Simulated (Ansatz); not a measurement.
A calculation with Ansatz (development build ahead of 0.2.0).

```yaml
crystal:
  periodic: [false, false, false]
  atoms:
    - { symbol: C, position_ang: [0.0, 0.0, -0.40651] }
    - { symbol: C, position_ang: [0.0, 1.13148, 0.18035] }
    - { symbol: C, position_ang: [0.0, -1.13148, 0.18035] }
    - { symbol: H, position_ang: [0.0, 0.0, -1.41576] }
    - { symbol: H, position_ang: [0.0, 1.99099, -0.33955] }
    - { symbol: H, position_ang: [0.0, 1.19462, 1.18487] }
    - { symbol: H, position_ang: [0.0, -1.99099, -0.33955] }
    - { symbol: H, position_ang: [0.0, -1.19462, 1.18487] }
basis:
  gaussian: { orbitals: def2-TZVP }
magnetization:
  spin_polarized: true
  initial_magnetization: 1
hamiltonian:
  xc: hf
correlation:
  method: mp2
  frozen_orbitals: { C: 1, H: 0 }
```

The input is written out in the form of the current development build from the run's settings.

Output:

```yaml
Converged: yes
Reference_energy: -116.46630 hartree
Correlation_energy: -0.44317 hartree
Total_energy: -116.90947 hartree
Spin_squared_of_the_determinant: 0.866
```

Caution: the unrestricted determinant is spin contaminated.
